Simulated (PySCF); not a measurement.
Static polarisabilities and like-pair C6 coefficients by linear response at PBE0/aug-cc-pVTZ (PySCF, frozen core in the response, non-relativistic, gas phase), PBE0-D3(BJ)/def2-TZVP geometries, one conformer each; atomic units unless stated.

```csv
label,species,α,C6
P,`SS` (H2S2),44.2,690.9
Q,`NC=O` (CH3NO),27.7,331.2
R,`N(=O)C` (CH3NO),28.0,340.7
S,`C=NO` (CH3NO),28.8,351.1
T,`FC(F)=C(F)F` (C2F4),29.2,472
```

Task: Estimate the unlike-pair coefficients by the rule C6(AB) = 2·C6(AA)·C6(BB) / [C6(AA)·αB/αA + C6(BB)·αA/αB], and compare with the geometric mean, for PQ, PR, PT, QS, QT, RS, RT and ST.

Result: 
```json
{"pair": "PQ", "combination rule": "476", "geometric mean": "478.3", "ratio": "0.995"}
{"pair": "PR", "combination rule": "482.7", "geometric mean": "485.2", "ratio": "0.995"}
{"pair": "PT", "combination rule": "557.1", "geometric mean": "571.1", "ratio": "0.975"}
{"pair": "QS", "combination rule": "341", "geometric mean": "341", "ratio": "1.000"}
{"pair": "QT", "combination rule": "392.4", "geometric mean": "395.4", "ratio": "0.992"}
{"pair": "RS", "combination rule": "345.9", "geometric mean": "345.9", "ratio": "1.000"}
{"pair": "RT", "combination rule": "398.1", "geometric mean": "401", "ratio": "0.993"}
{"pair": "ST", "combination rule": "403.5", "geometric mean": "407.1", "ratio": "0.991"}
```

The rule is exact for one-pole polarisabilities and never exceeds the geometric mean; the two meet where both partners have the same effective excitation energy. These unlike-pair values are estimates, not computed integrals.
